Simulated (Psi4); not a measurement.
**A workflow on C2H5Si (SMILES C=C[SiH2])**

Wanted: a series of 8 runs (UB3LYP-D3(BJ)/def2-TZVP) of C2H5Si. 

The results are computed with Psi4 1.11.

**1. The molecule**

The species is C2H5Si (8 atoms), meant as a doublet with charge 0. SMILES: `C=C[SiH2]`. The shape is that of a PBE0-D4/def2-TZVP optimisation.

Bond lengths: C1–C2 1.338 Å, C2–Si3 1.837 Å, C1–H4 1.086 Å, C1–H5 1.086 Å, C2–H6 1.089 Å, Si3–H7 1.487 Å, Si3–H8 1.487 Å. Angles: C1–C2–Si3 124.1°, C1–C2–H6 118.0°, Si3–C2–H6 117.8°, C2–C1–H4 121.8°, C2–C1–H5 122.0°, C2–Si3–H7 112.1°, C2–Si3–H8 113.3°, H4–C1–H5 116.2°, H7–Si3–H8 112.2°.

**2. A single-point energy at UB3LYP-D3(BJ)/def2-TZVP (density fitting) (run 1)**

The input, input.inp:

```
memory 1600 MB

molecule molecule1 {
  0 2
  C     -0.408600     0.930200    -0.877900
  C     -0.357700     0.348900     0.326600
  Si     0.886400    -0.913500     0.807600
  H      0.266200     0.644900    -1.679900
  H     -1.129000     1.708400    -1.111700
  H     -1.056700     0.689200     1.089200
  H      1.531500    -1.544100    -0.375100
  H      0.360000    -1.921200     1.765400
  units angstrom
  symmetry c1
}

set {
  reference uks
}

e_tot = energy('b3lyp-d3(bj)/def2-TZVP')
```

Launch:

```
psi4 -i input.inp -o input.out -n 1
```

input.out, shortened:

```text
[...]
  Running in c1 symmetry.
[...]
  Nuclear repulsion =   90.643212233150905
[...]
  Multiplicity = 2
[...]
  Nalpha       = 16
  Nbeta        = 15
[...]
    Number of basis functions: 129
[...]
   @DF-UKS iter   1:  -368.13646514879110   -6.02722e-02   7.74103e-03 DIIS/ADIIS
[...]
   @DF-UKS iter  11:  -368.70868310310050   -5.65755e-08   6.10390e-07 DIIS
[...]
   @S^2 Observed:                7.594250569E-01
[...]
    Orbital Energies [Eh]
    ---------------------
    Alpha Occupied:
       1A    -66.110793     2A    -10.187860     3A    -10.177292
       4A     -5.273817     5A     -3.635894     6A     -3.630131
       7A     -3.629679     8A     -0.775154     9A     -0.597309
      10A     -0.520348    11A     -0.463073    12A     -0.414765
      13A     -0.353775    14A     -0.333079    15A     -0.306218
      16A     -0.200913
    Alpha Virtual:
      17A     -0.022842    18A      0.027298    19A      0.046508
      20A      0.053746    21A      0.068900    22A      0.088437
      23A      0.131225    24A      0.145872    25A      0.158809
[...]
  @DF-UKS Final Energy:  -368.70868310310050
   => Energetics <=
    Nuclear Repulsion Energy =             90.6432122331509049
    One-Electron Energy =                -686.3350255305342671
    Two-Electron Energy =                 254.1236646654718925
    DFT Exchange-Correlation Energy =     -27.1306490117687744
    Empirical Dispersion Energy =          -0.0098854594203395
    VV10 Nonlocal Energy =                  0.0000000000000000
    Total Energy =                       -368.7086831031004976
[...]
 Multipole Moments:
 ------------------------------------------------------------------------------------
     Multipole            Electronic (a.u.)      Nuclear  (a.u.)        Total (a.u.)
 ------------------------------------------------------------------------------------
 L = 1.  Multiply by 2.5417464519 to convert [e a0] to [Debye]
 Dipole X            :          1.1306653           -1.2933106           -0.1626453
 Dipole Y            :         -0.2574433            0.4620065            0.2045632
 Dipole Z            :          1.4664188           -1.5687222           -0.1023035
 Magnitude           :                                                    0.2806521
[...]
```

It took 20 s on 1 thread of Intel Xeon Platinum 8259CL at 2.50GHz (Skylake/Cascade Lake), shared host; peak memory 0.83 GiB.

**3. The distorted shape: the energy at UB3LYP-D3(BJ)/def2-TZVP (density fitting) (run 2)**

The input, job.inp:

```
memory 1600 mb

molecule m {
  0 2
  C
  C 1 1.338402
  Si 2 1.836518 1 124.05698
  H 1 0.9233 2 121.78621 3 3.4031
  H 1 1.085925 4 116.19138 2 -179.64585
  H 2 1.08902 1 118.03917 4 179.39862
  H 3 1.487478 2 112.14523 6 165.1057
  H 3 1.486586 7 112.23946 2 128.82476
  symmetry c1
}

set {
  basis def2-TZVP
  reference uks
}

set reference uhf
set stability_analysis follow
set max_attempts 5
energy("scf")
set reference uks
set stability_analysis none
set guess read
set guess_mix false

E, wfn = energy("b3lyp-d3bj2b", return_wfn=True)
print_variables()
```

Launch:

```
psi4 -n 1 job.inp job.out
```

job.out, shortened:

```text
[...]
  Running in c1 symmetry.
[...]
  Nuclear repulsion =   91.337405963205171
[...]
  Multiplicity = 2
[...]
  Nalpha       = 16
  Nbeta        = 15
[...]
    Number of basis functions: 129
[...]
   @DF-UHF iter   1:  -367.34082345162886   -5.83165e-01   3.85491e-03 ADIIS/DIIS
[...]
   @DF-UKS iter   9:  -368.68592465562898   -4.31728e-08   4.33415e-07 DIIS
[...]
   @S^2 Observed:                7.593971591E-01
[...]
    Orbital Energies [Eh]
    ---------------------
    Alpha Occupied:
       1A    -66.110612     2A    -10.176660     3A    -10.170312
       4A     -5.273665     5A     -3.635751     6A     -3.629986
       7A     -3.629509     8A     -0.781954     9A     -0.611144
      10A     -0.527362    11A     -0.463389    12A     -0.426499
      13A     -0.353756    14A     -0.334575    15A     -0.306076
      16A     -0.200970
    Alpha Virtual:
      17A     -0.023100    18A      0.028004    19A      0.046992
      20A      0.053821    21A      0.070453    22A      0.100339
      23A      0.133926    24A      0.148832    25A      0.159420
[...]
  @DF-UKS Final Energy:  -368.68592465562898
   => Energetics <=
    Nuclear Repulsion Energy =             91.3374059632051711
    One-Electron Energy =                -687.5952182564849409
    Two-Electron Energy =                 254.7672417469916297
    DFT Exchange-Correlation Energy =     -27.1854366850149631
    Empirical Dispersion Energy =          -0.0099174243257822
    VV10 Nonlocal Energy =                  0.0000000000000000
    Total Energy =                       -368.6859246556289236
[...]
 Multipole Moments:
 ------------------------------------------------------------------------------------
     Multipole            Electronic (a.u.)      Nuclear  (a.u.)        Total (a.u.)
 ------------------------------------------------------------------------------------
 L = 1.  Multiply by 2.5417464519 to convert [e a0] to [Debye]
 Dipole X            :          0.9698210           -0.9542872            0.0155338
 Dipole Y            :         -0.7353089            0.9316784            0.1963695
 Dipole Z            :          1.3908178           -1.5882970           -0.1974792
 Magnitude           :                                                    0.2789270
[...]
```

Run time: 23 s. Hardware: 1 thread of Intel Xeon Platinum 8259CL at 2.50GHz (Skylake/Cascade Lake), shared host; peak memory 0.83 GiB.

**4. The distorted shape: the energy at UB3LYP-D3(BJ)/def2-TZVP (density fitting) (run 3)**

The input, calc.dat:

```
memory 1600 MB

molecule molecule1 {
  0 2
  C
  C 1 R2
  Si 2 R3 1 A3
  H 1 R4 2 A4 3 D4
  H 1 R5 4 A5 2 D5
  H 2 R6 1 A6 5 D6
  H 3 R7 2 A7 6 D7
  H 3 R8 7 A8 2 D8

  R2 = 1.338402
  R3 = 1.836518
  A3 = 124.05698
  R4 = 1.2492
  A4 = 121.78621
  D4 = 3.40311
  R5 = 1.085925
  A5 = 116.19138
  D5 = -179.64584
  R6 = 1.08902
  A6 = 118.03917
  D6 = -0.9762
  R7 = 1.487478
  A7 = 112.14523
  D7 = 165.1057
  R8 = 1.486586
  A8 = 112.23946
  D8 = 128.82476
  units angstrom
  symmetry c1
}

set globals {
  basis def2-TZVP
  reference uks
}

set reference uhf
set stability_analysis follow
set max_attempts 5
energy("scf")
set reference uks
set stability_analysis none
set guess read
set guess_mix false

energy_value, wavefunction = energy("b3lyp-d3(bj)", return_wfn=True)
```

Launch:

```
psi4 -i calc.dat -o calc.out -n 1
```

calc.out, shortened:

```text
[...]
  Running in c1 symmetry.
[...]
  Nuclear repulsion =   90.091801538462562
[...]
  Multiplicity = 2
[...]
  Nalpha       = 16
  Nbeta        = 15
[...]
    Number of basis functions: 129
[...]
   @DF-UHF iter   1:  -367.37832074899501   -7.39791e-01   3.53616e-03 DIIS/ADIIS
[...]
   @DF-UKS iter   9:  -368.69608292401142   -4.76307e-08   4.75389e-07 DIIS
[...]
   @S^2 Observed:                7.594519123E-01
[...]
    Orbital Energies [Eh]
    ---------------------
    Alpha Occupied:
       1A    -66.111369     2A    -10.203211     3A    -10.178693
       4A     -5.274349     5A     -3.636422     6A     -3.630646
       7A     -3.630238     8A     -0.772398     9A     -0.589996
      10A     -0.514412    11A     -0.463695    12A     -0.401090
      13A     -0.353969    14A     -0.330853    15A     -0.306858
      16A     -0.201221
    Alpha Virtual:
      17A     -0.022960    18A      0.024892    19A      0.044262
      20A      0.053560    21A      0.060431    22A      0.075541
      23A      0.127918    24A      0.143963    25A      0.158221
[...]
  @DF-UKS Final Energy:  -368.69608292401142
   => Energetics <=
    Nuclear Repulsion Energy =             90.0918015384625477
    One-Electron Energy =                -685.2585835434813362
    Two-Electron Energy =                 253.5684867425629250
    DFT Exchange-Correlation Energy =     -27.0879180538211415
    Empirical Dispersion Energy =          -0.0098696077343496
    VV10 Nonlocal Energy =                  0.0000000000000000
    Total Energy =                       -368.6960829240114208
[...]
 Multipole Moments:
 ------------------------------------------------------------------------------------
     Multipole            Electronic (a.u.)      Nuclear  (a.u.)        Total (a.u.)
 ------------------------------------------------------------------------------------
 L = 1.  Multiply by 2.5417464519 to convert [e a0] to [Debye]
 Dipole X            :          0.9852899           -0.9683343            0.0169555
 Dipole Y            :         -0.4645847            0.6954558            0.2308711
 Dipole Z            :          1.5766271           -1.7349411           -0.1583139
 Magnitude           :                                                    0.2804501
[...]
```

Run time: 21 s. Hardware: 1 thread of Intel Xeon Platinum 8259CL at 2.50GHz (Skylake/Cascade Lake), shared host; peak memory 0.83 GiB.

Runs 4 to 7 aren't shown in full; the table further down has their settings and results.

**5. The distorted shape: a single-point energy at UB3LYP-D3(BJ)/def2-TZVP (density fitting) (run 8)**

The input, calc.in:

```
memory 1.6 GB

molecule molecule1 {
  0 2
  C     -1.758217     1.500807     0.726121
  C     -1.707317     0.919507     1.930621
  Si    -0.463217    -0.342893     2.411621
  H      0.266200     0.644900    -1.679900
  H     -2.478617     2.279007     0.492321
  H     -2.406317     1.259807     2.693221
  H      0.181883    -0.973493     1.228921
  H     -0.989617    -1.350593     3.369421
  units angstrom
  symmetry c1
}

set {
  basis     def2-TZVP
  reference uks
}

set reference uhf
set stability_analysis follow
set max_attempts 5
energy("scf")
set reference uks
set stability_analysis none
set guess read
set guess_mix false

e_tot, wfn = energy("b3lyp-d3bj", return_wfn=True)
```

Launch:

```
psi4 -i calc.in -o calc.out -n 1
```

calc.out, shortened:

```text
[...]
  Running in c1 symmetry.
[...]
  Nuclear repulsion =   86.958017716667896
[...]
  Multiplicity = 2
[...]
  Nalpha       = 16
  Nbeta        = 15
[...]
    Number of basis functions: 129
[...]
   @DF-UHF iter   1:  -366.86651926896997   -5.61036e-01   4.63153e-03 DIIS/ADIIS
[...]
   @DF-UKS iter  10:  -368.52222479467019   -7.85752e-08   5.41274e-07 DIIS
[...]
   @S^2 Observed:                1.671160485E+00
[...]
    Orbital Energies [Eh]
    ---------------------
    Alpha Occupied:
       1A    -66.118781     2A    -10.206853     3A    -10.186495
       4A     -5.281386     5A     -3.643454     6A     -3.637493
       7A     -3.637312     8A     -0.764984     9A     -0.579366
      10A     -0.501943    11A     -0.461849    12A     -0.360618
      13A     -0.356367    14A     -0.313595    15A     -0.308302
      16A     -0.203814
    Alpha Virtual:
      17A     -0.110596    18A     -0.017483    19A      0.027113
      20A      0.045646    21A      0.054457    22A      0.069658
      23A      0.114623    24A      0.137735    25A      0.159997
[...]
  @DF-UKS Final Energy:  -368.52222479467019
   => Energetics <=
    Nuclear Repulsion Energy =             86.9580177166678965
    One-Electron Energy =                -678.7159523941803627
    Two-Electron Energy =                 250.2703922572013084
    DFT Exchange-Correlation Energy =     -27.0253604111375481
    Empirical Dispersion Energy =          -0.0093219632214603
    VV10 Nonlocal Energy =                  0.0000000000000000
    Total Energy =                       -368.5222247946701941
[...]
 Multipole Moments:
 ------------------------------------------------------------------------------------
     Multipole            Electronic (a.u.)      Nuclear  (a.u.)        Total (a.u.)
 ------------------------------------------------------------------------------------
 L = 1.  Multiply by 2.5417464519 to convert [e a0] to [Debye]
 Dipole X            :         -0.1856120           -0.1404275           -0.3260395
 Dipole Y            :          0.2109795           -0.0254230            0.1855565
 Dipole Z            :          3.1787965           -2.9389248            0.2398717
 Magnitude           :                                                    0.4452768
[...]
```

Wall time 24 s (1 thread of Intel Xeon Platinum 8259CL at 2.50GHz (Skylake/Cascade Lake), shared host); peak memory 0.8 GiB.

**6. Overview of the runs**

| run | start | partner | energy (Eh) | dipole moment (D) | HOMO energy (eV) | LUMO energy (eV) | wall time |
| --- | --- | --- | --- | --- | --- | --- | --- |
| 1 | – | base | -368.708683 | 0.71 | -5.47 | -2.70 | 20 s |
| 2 | stable UHF solution | C1–H4 0.92 Å | -368.685925 | 0.71 | -5.47 | -2.70 | 23 s |
| 3 | stable UHF solution | C1–H4 1.25 Å | -368.696083 | 0.71 | -5.48 | -2.70 | 21 s |
| 4 | stable UHF solution | C1–H4 1.41 Å | -368.670830 | 0.73 | -5.49 | -2.72 | 23 s |
| 5 | stable UHF solution | C1–H4 1.63 Å | -368.633009 | 0.82 | -5.53 | -2.75 | 24 s |
| 6 | stable UHF solution | C1–H4 1.96 Å | -368.581209 | 1.13 | -5.61 | -2.82 | 28 s |
| 7 | stable UHF solution | C1–H4 2.39 Å | -368.539316 | 1.31 | -5.59 | -2.94 | 23 s |
| 8 | stable UHF solution | C1–H4 3.26 Å | -368.522225 | 1.13 | -5.55 | -3.01 | 24 s |

**7. Summary of results**

| quantity | value |
| --- | --- |
| distorted shape, run 8: total energy | -368.52222 Eh |
| distorted shape, run 8: dipole moment | 1.13 D |
| distorted shape, run 8: HOMO energy (highest over α and β) | -5.55 eV |
| distorted shape, run 8: LUMO energy (lowest over α and β) | -3.01 eV |
| distorted shape, run 8: dispersion energy | -24.47 kJ/mol |
| distorted shape, run 8: ⟨S²⟩ | 1.671 |
| energy change with the C1–H4 bond stretched from 1.086 to 2.390 Å | 4.609 eV |
| energy change with the C1–H4 bond stretched from 1.086 to 1.629 Å | 2.059 eV |
| energy change with the C1–H4 bond stretched from 1.086 to 1.955 Å | 3.469 eV |
| energy change with the C1–H4 bond stretched from 1.086 to 3.259 Å | 5.074 eV |
| energy change with the C1–H4 bond stretched from 1.086 to 1.249 Å | 0.343 eV |
| energy change with the C1–H4 bond shortened from 1.086 to 0.923 Å | 0.619 eV |
| energy change with the C1–H4 bond stretched from 1.086 to 1.412 Å | 1.030 eV |

**Reading.** With the C1–H4 bond stretched from 1.086 to 2.390 Å the energy rises by 4.61 eV (445 kJ/mol). The first shape isn't relaxed at this level, so the change isn't measured from a minimum. With the C1–H4 bond stretched from 1.086 to 1.629 Å the energy rises by 2.06 eV (199 kJ/mol). With the C1–H4 bond stretched from 1.086 to 1.955 Å the energy rises by 3.47 eV (335 kJ/mol). With the C1–H4 bond stretched from 1.086 to 3.259 Å the energy rises by 5.07 eV (117 kcal/mol). With the C1–H4 bond stretched from 1.086 to 1.249 Å the energy rises by 0.34 eV (33.1 kJ/mol). With the C1–H4 bond shortened from 1.086 to 0.923 Å the energy rises by 0.62 eV (14.3 kcal/mol). The lowest energy is that of run 1; the highest lies 5.074 eV above it. Spin contamination of the reference: run 8 ⟨S²⟩ = 1.67, run 7 ⟨S²⟩ = 1.31. Where it is this large, the reference is a mixture of spin states, and values that rest on it are in doubt. All runs together took 3.1 min, the longest 28 s.
